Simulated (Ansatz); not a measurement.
# CCSD(T) against full CI for several species

Each species is computed at the geometry given (Å), with frozen cores, in Ansatz 0.2.0: RHF-CCSD(T) for singlets, UHF-CCSD(T) otherwise, and full CI in the same basis. The program picks the determinant by trial CCSD, so it needn't be the lowest Hartree–Fock solution. States: H2B–B B1, H2O⁺ B1, [H···H···F] Σ⁺ or Δ. Cases whose determinant has another symmetry than full CI's state, or whose (Q) step broke down, weren't drawn.

Q: Judging by size, spin and bonding, rank them by the size of CCSD(T)'s error in total energy against full CI in the same basis, smallest first (an estimate).
A. [H···H···F], doublet, 6-31G: H 0.000 0.000 -0.931; H 0.000 0.000 -0.040; F 0.000 0.000 0.970
B. H₂O⁺, doublet, cc-pVDZ: O 0.000 -0.128 0.000; H 0.000 1.015 -1.625; H 0.000 1.015 1.625
C. H2B–B, triplet, 6-31G: B 0.000 0.000 0.676; B 0.000 0.000 -0.909; H 0.000 1.048 1.254; H 0.000 -1.048 1.254

A: A (13.2 meV), C (28.8 meV), B (196.5 meV).

| species | basis | correlated electrons | CCSD(T) − full CI (meV) | CCSDT(Q) − full CI (meV) | unpaired electrons (full CI) | T1 | ⟨S²⟩ of the determinant |
| --- | --- | --- | --- | --- | --- | --- | --- |
| [H···H···F], doublet | 6-31G | 9 | 13.2 | -0.2 | 1.01 | 0.012 | 0.77 |
| H2B–B, triplet | 6-31G | 8 | 28.8 | 0.4 | 2.04 | 0.030 | 2.00 |
| H2O⁺, doublet | cc-pVDZ | 7 | 196.5* | 29.8 | 1.72 | 0.113 | 2.25 |

Unpaired electrons are Σ n²(2−n)² over natural occupations; an open shell counts its own unpaired electrons too. Frozen cores follow each run's orbitals, which moves totals by a few meV. An asterisk marks runs whose energy the program itself flagged as in doubt.
